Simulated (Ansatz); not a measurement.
in.yaml

```yaml
crystal:
  periodic: [false, false, false]
  atoms:
    - {symbol: Ge, position_ang: [0.049795, 0.058676, 0.704775]}
    - {symbol: P, position_ang: [-0.115080, -0.138717, -1.574940]}
    - {symbol: H, position_ang: [-0.038459, -1.319952, 1.471349]}
    - {symbol: H, position_ang: [1.084103, 0.686582, -1.881240]}
    - {symbol: H, position_ang: [-1.097863, 0.667448, -1.984124]}
basis:
  gaussian: {orbitals: 6-31G}
magnetization: {spin_polarized: false, initial_magnetization: 2}
correlation: {method: sc_nevpt2, electrons: outside_noble_gas}
```

```sh
$ ansatz run in.yaml --threads 1 --pin off --events-out ev --progress --plain --max-ram 2393MiB
```

Question: What does the program do with this input?

Answer: Refused. The input was made wrong on purpose (method needs an active space), so the run isn't a sound calculation of what was asked.
```
Error: this correlation method needs an active space: name one as the reference
```
